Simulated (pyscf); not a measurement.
A first-order saddle from PySCF, ωB97X-D3(BJ)/def2-SVP:

```
C
H 1 1.0967
H 1 1.0967 2 120.22
H 1 1.0973 2 119.54 3 170.52
H 1 1.4376 2 87.33 4 -85.21
Si 1 2.1406 2 93.59 5 178.59
H 6 1.4905 1 116.59 2 59.80
Cl 6 2.0675 7 107.61 1 121.49
Cl 6 2.0675 7 107.62 8 117.18
```
Charge 0, spin multiplicity 2.

Surface: doublet, charge 0. Lowest wavenumbers (cm⁻¹): 1506i, 44, 84, 106, 178.

Q: Which two sides does it connect, and which bonds change?

A: H₃C–SiH(Cl)–Cl (SMILES C[SiH](Cl)Cl) + H• (SMILES [H]) ⇌ CH₄ (SMILES C) + Cl–SiH•–Cl (SMILES Cl[SiH]Cl), a substitution at C read from left to right: C–Si broken and C–H formed. At ωB97M-D3(BJ)/def2-TZVP it lies +29.3 kcal/mol from the left side and +43.8 kcal/mol from the right (each side as separated species at their lowest minima found). The same reactants have a lower exit, to H₃C–Si•(Cl)–Cl + H₂ (barrier +4.9 kcal/mol at ωB97M-D3(BJ), against +29.3 kcal/mol here). This is the saddle that the search found; another between the same sides may lie lower. The angle at the attacked C is 178°.
